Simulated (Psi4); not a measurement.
# H2 (hydrogen): methods side by side

The species is H2 (2 atoms), meant as a singlet with charge 0. SMILES: `[H][H]`. The shape was relaxed beforehand at PBE0/def2-TZVP.

```xyz
2

H     0.2932   -0.1207    0.1266
H    -0.3665    0.0539   -0.1749
```

Each level gives the HOMO–LUMO gap (eV). The values are calculated.

| level | kind | program | value (eV) | CPU time |
| --- | --- | --- | --- | --- |
| PBE-D4/def2-TZVPP (density fitting) | GGA | Psi4 | 11.50 | 10 s |
| r2SCAN-D4/def2-TZVPP (density fitting) | meta-GGA | Psi4 | 12.74 | 15 s |
| B3LYP-D4/def2-TZVPP (density fitting) | global hybrid | Psi4 | 13.37 | 9.8 s |
| PBE0-D4/def2-TZVPP (density fitting) | global hybrid | Psi4 | 13.96 | 9.3 s |
| wB97M-V/def2-TZVPP (density fitting) | range-separated hybrid | Psi4 | 18.03 | 17 s |

The values span 11.50 to 18.03 eV. Orbital gaps aren't excitation energies; they tend to grow with the share of exact exchange. Times are those of the runs behind each value, whatever else they computed, on shared processors of several kinds: orders of magnitude only.
